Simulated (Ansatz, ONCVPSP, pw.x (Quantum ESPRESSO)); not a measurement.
# From atom to crystal: ONCV potential for aluminium (Al)

```
Element                 : aluminium (Al)
Generator               : ONCVPSP 4.0.1
Type                    : optimised norm-conserving Vanderbilt (ONCV)
Functional              : PBEsol
Relativity              : scalar-relativistic
Frozen core             : [Ne]
Valence charge          : 3
Reference configuration : 3s1.75 3p1.25
Partial waves           : 3s: rc 2.30 bohr, ncon 4, nbas 8, qcut 3.5 1/bohr, 2 projectors, debl 0.6 Ha; 3p: rc 2.30 bohr, ncon 5, nbas 10, qcut 3.3 1/bohr, 2 projectors, debl 2.2 Ha
Local potential         : polynomial inside 1.80 bohr (lpopt 5, dvloc0 2 Ha)
Core correction         : none
```

Atomic tests: cutoffs needed: 4.9 Ha and 7.9 Ha (the cutoffs (Ha) at which the residual kinetic energy of the hardest occupied pseudo-wave falls to 1 and 0.1 mHa per electron); ghost test: no bound ghost flagged; no localised positive-energy state flagged; largest excitation error: +5.7 meV (all-electron minus pseudo) for 3s1 3p0, out of 4 test configurations.

Crystal test: bcc Al in pw.x 7.5, no spin, 14³ k-points, Fermi–Dirac smearing 0.01 Ry, cutoffs 35/140 Ry. The reference is all-electron LAPW (Ansatz 0.2.0) with the same functional, mesh and smearing; V0 and B0 come from Birch–Murnaghan fits to the pressures at five volumes. Errors are pseudo minus all-electron; Δ is the rms difference of the E(V) curves that follow from these fits, minima aligned, over ±6 % about the mean V0. Mesh and smearing are coarse, so the numbers serve the comparison and aren't converged zero-temperature values; the lattice is a test structure that the element need not adopt.

```csv
V (Å³/atom),P all-electron (GPa),P pseudo (GPa)
15.746,4.37,12.49
16.161,2.13,9.64
16.575,0.16,7.13
16.989,-1.55,4.90
17.404,-3.06,2.93
```

All-electron: a0 = 3.215 Å (V0 = 16.61 Å³/atom), B0 = 72.6 GPa.

Pseudopotential: mean pressure error (GPa): +7.01. The pressure does not cross zero within the volumes sampled, so no fit is given. This is a poor potential for the solid. The atomic tests give no hint of an error of this size, and its cause was not traced.

Q: At the middle volume, how do free energy and pressure move when the wave cutoff is lowered (ecutrho kept at four times it)?

A:

| cutoff (Ry) | shift of F (meV/atom) | shift of P (GPa) |
| --- | --- | --- |
| 16 | +5.0 | +0.05 |
| 21 | +1.9 | -0.02 |
| 28 | +0.7 | +0.02 |

The run at the middle volume (104 k-points, 5 iterations) took about 1.8 s on one core of a shared host (Intel(R) Xeon(R) 6975P-C, 192 threads, 378 GiB, load 65).
